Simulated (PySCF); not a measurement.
Neon: a sound run and one with changed settings

Sound run: Ne [Ne], Ne⁺ [He] 2s2 2p5. Computed with PySCF 2.14 in jorge-DZP-DKH (4s2p1d, 15 functions), with the spin-free X2C one-electron Hamiltonian (Gaussian nucleus). The sound run starts from symmetry-adapted Hartree-Fock orbitals and uses a fine grid where one is needed.

A second run was set up differently.

```csv
species,method,sound run (hartree),changed run (hartree),converged
Ne,UHF,-128.65992,-128.65992,yes
Ne,M06-L,-129.06837,-129.06837,yes
Ne,PBE,-128.97096,-128.97096,yes
Ne⁺,UHF,-127.93413,-127.93413,yes
Ne⁺,M06-L,-128.28332,-128.41609,no
Ne⁺,PBE,-128.18037,-128.22942,yes
```

Ionisation energy of Ne:

```tsv
method	sound run (eV)	changed run (eV)
UHF	19.750	19.750
PBE	21.513	20.178
```

Question: What was changed?
A. minimal basis
B. too few SCF iterations
C. angular grid far too coarse
D. a valence shell is frozen

Answer: C. It used 6 angular points. A coarse angular grid integrates products of high-l functions wrongly, so density functionals can shift, and the SCF can exploit the error; Hartree-Fock and MP2 need no grid.
